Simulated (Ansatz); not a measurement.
`[F][Mg][F]` + `[Na][SH]` → `[F][Mg][SH]` + `[F][Na]`  (redistribution)

Calculated with Ansatz (gas phase, PBE0-D4/def2-TZVP geometries, no zero-point term in ΔE). CCSD(T)/CBS is the MP2 limit (def2-TZVPP, def2-QZVPP) plus CCSD(T) − MP2 in def2-TZVPP, frozen cores. For Mg, Na outer-core shells are correlated without core-valence functions, which leaves a few kJ/mol of doubt a bond. One conformer a species, not always the lowest.

`[F][Mg][F]`:

```xyz
3

F     0.846   -1.474    0.399
Mg    0.000    0.000    0.000
F    -0.846    1.474   -0.399
```

`[Na][SH]`:

Cartesian coordinates in Å:
```
Na 0.423 1.560 0.635
S -0.384 -0.312 -0.768
H -0.039 -1.248 0.133
```

`[F][Mg][SH]`:

```xyz
4

F    -1.579   -1.238   -1.476
Mg   -0.630   -0.381   -0.282
S     0.580    0.732    1.293
H     1.629    0.888    0.465
```

`[F][Na]`:

Z-matrix (Å, degrees):
```
F
Na 1 1.922
```

```
      species  CCSD(T)/CBS(def2) energy (Eh)
 `[F][Mg][F]`                     -399.61583
   `[Na][SH]`                     -560.50072
`[F][Mg][SH]`                     -698.17668
    `[F][Na]`                     -261.92403
```

Work out ΔE.

ΔE = (-698.17668) + (-261.92403) − (-399.61583) − (-560.50072) = 0.01584 Eh = +0.43 eV.

Largest T1 diagnostic among the species: 0.013.

From BLYP to BHLYP (50 % exact exchange), in def2-TZVPP and without D4, ΔE moves by +0.03 eV. In def2-TZVPP, CCSD(T) changes the Hartree–Fock value by −0.06 eV (the triples alone add −0.01 eV) and MP2 by −0.06 eV.
